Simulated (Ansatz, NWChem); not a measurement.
# Worked example: the enthalpy of formation of C2H2O (ethynol)

C2H2O: 5 atoms, total charge 0, spin state singlet. As SMILES, `C#CO`. The coordinates come from a PBE0-D4/def2-TZVP relaxation.

Total energies at MP2/cc-pVTZ, 3 core orbitals frozen (NWChem 7.3.0); the atoms run unrestricted:

```tsv
species	state	energy (Eh)
C2H2O	singlet	-152.269291
C	triplet	-37.758488
O	triplet	-74.954902
H	doublet	-0.499810
```

Harmonic wavenumbers at PBE0-D4/def2-TZVP, in cm⁻¹: 409, 453, 549, 649, 1111, 1251, 2304, 3500, 3811.

Measured heats of formation of the gaseous atoms at 298.15 K, in kJ/mol: C 716.9, O 249.2, H 218.0. Spin-orbit lowering of the atoms at 298 K (mean of the ground term's levels less their thermal mean, from spectra), in kJ/mol: C 0.02, O 0.40. Take 1 Eh = 2625.50 kJ/mol, 1 cm⁻¹ = 0.0119627 kJ/mol, RT = 2.479 kJ/mol.

Task: What heat of formation follows?

Result: 
1. Electronic atomisation energy: 2 × (-37.758488) + (-74.954902) + 2 × (-0.499810) − (-152.269291) = 0.797793 Eh = 2094.6 kJ/mol.
2. Zero-point energy: half the sum of the wavenumbers, 7018.5 cm⁻¹ = 84.0 kJ/mol.
3. Thermal vibrational enthalpy, Σ hcν̃/(exp(hcν̃/kT) − 1): 2.4 kJ/mol. Translation, rotation and pV of a non-linear molecule: 4 RT = 9.9 kJ/mol.
4. The 5 free atoms carry 5/2 RT each: 31.0 kJ/mol.
5. Spin-orbit coupling lowers the free atoms by 2 × 0.02 + 0.40 = 0.4 kJ/mol.
6. Atomisation enthalpy at 298 K: 2094.6 − 0.4 − 84.0 − 2.4 − 9.9 + 31.0 = 2028.9 kJ/mol.
7. Sum of the atoms' heats of formation: 2119.0 kJ/mol. Heat of formation: 2119.0 − 2028.9 = +90.1 kJ/mol.

The tabulated value is +92.7 kJ/mol (Active Thermochemical Tables), so this level is off by -2.6 kJ/mol, or 0.1 % of the atomisation enthalpy that the table implies (2026.3 kJ/mol). Anharmonicity and any spin-orbit splitting of the molecule are left out, and cores are frozen in the wave-function part.
